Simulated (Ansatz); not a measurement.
Reaction: CH3S (SMILES C[S], doublet) → CH3S (SMILES [CH2]S, doublet)
Each species at its own B3LYP-D3(BJ)/def2-TZVP minimum (Ansatz, a program for electronic structure).

Total energies in hartree (Ansatz). Open shells are spin-unrestricted; no spin-orbit coupling. Correlated methods leave the cores frozen. No relativity.

```tsv
species	HF/cc-pV(T+d)Z	CCSD(T)/cc-pV(T+d)Z	HF/cc-pV(Q+d)Z	CCSD(T)/cc-pV(Q+d)Z	CCSD(T)/cc-pV(D+d)Z	CCSDT(Q)/cc-pV(D+d)Z
1: CH3S (SMILES C[S], doublet)	-437.15352	-437.52789	-437.15975	-437.55673	-437.42442	-437.42565
2: CH3S (SMILES [CH2]S, doublet)	-437.13154	-437.50973	-437.13813	-437.53984	-437.40484	-437.40627
```

### Question
Work out the isomerisation energy (electronic) in kcal/mol: take Hartree-Fock from cc-pV(Q+d)Z, extrapolate the CCSD(T) correlation energy as X^-3 (X = 3, 4), and add CCSDT(Q) - CCSD(T) in cc-pV(D+d)Z. 1 hartree = 627.51 kcal/mol.

### Answer

Species 1: correlation (64·(-0.39698) - 27·(-0.37437))/37 = -0.41348; step -0.00123; E1 = -437.15975 + (-0.41348) + (-0.00123) = -437.57446
Species 2: correlation (64·(-0.40171) - 27·(-0.37819))/37 = -0.41887; step -0.00143; E2 = -437.13813 + (-0.41887) + (-0.00143) = -437.55843
-1·E1 +1·E2 = 0.01603 hartree = 10.1 kcal/mol.
